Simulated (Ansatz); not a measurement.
**C2F2 (SMILES FC#CF) at RASSCF(8,8)/def2-SVPD (density fitting with def2-universal-jkfit, max holes 2, max particles 2, ras orbitals (3, 2, 3))**

Aim: the vertical singlet–triplet gap of C2F2 at RASSCF(8,8)/def2-SVPD (density fitting with def2-universal-jkfit, max holes 2, max particles 2, ras orbitals (3, 2, 3)), from 2 runs. 

The calculation is run with Ansatz 0.2.0.

6 further runs of the same task are left out: 2 that didn't finish, 4 set aside as unsound or not needed.

**1. The structure to begin with**

C2F2 has 4 atoms, charge 0, and is taken as a singlet. SMILES: `FC#CF`. The shape is that of a PBE0-D4/def2-TZVP optimisation.

Bond lengths: F1–C2 1.277 Å, C2–C3 1.184 Å, C3–F4 1.277 Å. Angles: F1–C2–C3 180.0°, C2–C3–F4 180.0°.

**2. A single-point energy at RASSCF(8,8)/def2-SVPD (density fitting with def2-universal-jkfit, max holes 2, max particles 2, ras orbitals (3, 2, 3))**

The input, job.yaml:

```yaml
crystal:
  periodic: [false, false, false]
  atoms:
    - {symbol: F, position_ang: [-0.136400, 0.128000, 1.852800]}
    - {symbol: C, position_ang: [-0.033700, 0.030200, 0.583200]}
    - {symbol: C, position_ang: [0.061400, -0.060400, -0.593400]}
    - {symbol: F, position_ang: [0.164100, -0.158200, -1.863000]}
basis:
  gaussian:
    orbitals: def2-SVPD
    fitting:
      mean_field: def2-universal-jkfit
magnetization:
  spin_polarized: false
  initial_magnetization: 0
correlation:
  active_space:
    ras: {orbitals: [3, 2, 3], electrons: 8, max_holes: 2, max_particles: 2}
  frozen_orbitals: {C: 1, F: 1}
```

On the command line:

```console
$ ansatz run job.yaml --threads 1 --pin off --max-ram 2610MiB --events-out events.jsonl --progress --plain --runs-dir runs
```

The program printed:

```text
Warning: RAYON_NUM_THREADS=1 ignored (pool sized by the plan → 1); use --threads N
Functional definition: HF
  name "HF"
  exchange = exact_x
  correlation = 0
304 factors; integrals over basis functions are off by at most 2.7e-1 eV
mean field evaluation 1: about -7461.9524 eV, gradient 2.2e1 eV
mean field evaluation 2: about -7462.8535 eV, gradient 5.7e0 eV
mean field evaluation 4: about -7462.9285 eV, gradient 5.1e-1 eV
mean field evaluation 8: about -7462.9293 eV, gradient 2.6e-6 eV
mean field -7462.92928465 eV, -274.2575926559 hartree, gradient 2.6e-6 eV, S^2 0.000000; 0 other end points of the search recorded, 0 dependent functions left out
reference -7462.92928465 eV, -274.2575926559 hartree; 15, 15 occupied and 71, 71 virtual orbitals, 304 factors
state -7466.35386395 eV, -274.3834436237 hartree
Total energy: -7466.35386395 eV, -274.3834436237 hartree
```

It took 7.5 s on 1 thread of Arm Neoverse V1, shared host; peak memory 0.11 GiB.

**3. The triplet**

job.yaml: that of step 2 with these lines changed.

```diff
@@ -1 +1,6 @@
+basis:
+  gaussian:
+    orbitals: def2-SVPD
+    fitting:
+      mean_field: def2-universal-jkfit
 crystal:
@@ -7,10 +12,5 @@
     - {symbol: F, position_ang: [0.164100, -0.158200, -1.863000]}
-basis:
-  gaussian:
-    orbitals: def2-SVPD
-    fitting:
-      mean_field: def2-universal-jkfit
 magnetization:
   spin_polarized: false
-  initial_magnetization: 0
+  initial_magnetization: 2
 correlation:
```

On the command line:

```console
$ ansatz run job.yaml --threads 1 --pin off --max-ram 2610MiB --events-out events.jsonl --progress --plain --runs-dir runs
```

The program printed (excerpt; [...] marks lines left out):

```text
Warning: RAYON_NUM_THREADS=1 ignored (pool sized by the plan → 1); use --threads N
[... 2 set-up lines as earlier in the session ...]
[...]
304 factors; integrals over basis functions are off by at most 2.7e-1 eV
[...]
mean field -7456.24454391 eV, -274.0119329644 hartree, gradient 2.6e-6 eV, S^2 2.000000; 21 other end points of the search recorded, 0 dependent functions left out
reference -7456.24454391 eV, -274.0119329644 hartree; 16, 14 occupied and 70, 72 virtual orbitals, 304 factors
state -7458.50662382 eV, -274.0950628681 hartree
the orbitals are reached from a further start. From the first start the search ends at -7458.44086986 eV, -274.0926464544 hartree
the active orbitals were chosen among those of the determinant at -7456.12233426 eV, -274.0074418427 hartree, not among the run's own
Total energy: -7458.50662382 eV, -274.0950628681 hartree
```

Run time: 34 s. Hardware: 1 thread of Arm Neoverse V1, shared host; peak memory 0.11 GiB.

**4. Summary of results**

Level: RASSCF(8,8)/def2-SVPD (density fitting with def2-universal-jkfit, max holes 2, max particles 2, ras orbitals (3, 2, 3)).

| quantity | value |
| --- | --- |
| singlet: total energy | -274.38344 Eh |
| triplet: total energy | -274.09506 Eh |
| vertical energy of the triplet above the singlet | 7.847 eV |

In words: At this shape the triplet lies 7.85 eV (181 kcal/mol) above the singlet.
